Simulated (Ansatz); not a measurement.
Reaction: BPH4 (SMILES BP) → BH2 (SMILES [BH2], doublet) + PH2 (SMILES [PH2], doublet) (the B-P bond breaks)
Each species at its own B3LYP-D3(BJ)/def2-TZVP minimum (Ansatz, an electronic-structure program).

Wanted: bond dissociation energy (electronic), in kcal/mol. UHF or UKS for unpaired electrons; spin-orbit terms are left out. CBS(X,Y): correlation extrapolated as X^-3, Hartree-Fock from the larger set (Q,5: extrapolated as (X+1)exp(-9√X)). A bracket is a step between two methods taken in the basis named. Functionals run without relativity, which enters their misses. 'core' is core correlation in cc-pwCVTZ (1s frozen past Ne), 'X2C' scalar relativity in cc-pVTZ-DK, both at CCSD(T).

CCSD(T)/CBS(cc-pV(Q+d)Z,cc-pV(5+d)Z) + [CCSDT(Q) - CCSD(T)]/cc-pV(T+d)Z + [CCSDTQ - CCSDT(Q)]/cc-pV(D+d)Z + core + X2C (Ansatz) gives 93.6 kcal/mol.

**Question.** How far off this value is PBE/def2-TZVPD (Ansatz), in which direction, and which of these levels come nearer: r2SCAN/def2-TZVPD, B3LYP/def2-TZVPD, PBE0/def2-TZVPD, wB97M-V/def2-TZVPD, CCSD(T)/CBS(cc-pV(Q+d)Z,cc-pV(5+d)Z) + core + X2C?

**Answer.** PBE gives 93.9 kcal/mol, 0.3 kcal/mol above it. Differences of the others: r2SCAN/def2-TZVPD (Ansatz) -3.8; B3LYP/def2-TZVPD (Ansatz) -4.7; PBE0/def2-TZVPD (Ansatz) -1.6; wB97M-V/def2-TZVPD (Ansatz) 1.1; CCSD(T)/CBS(cc-pV(Q+d)Z,cc-pV(5+d)Z) + core + X2C (Ansatz) -0.1 kcal/mol. Nearer than PBE: CCSD(T)/CBS(cc-pV(Q+d)Z,cc-pV(5+d)Z) + core + X2C.
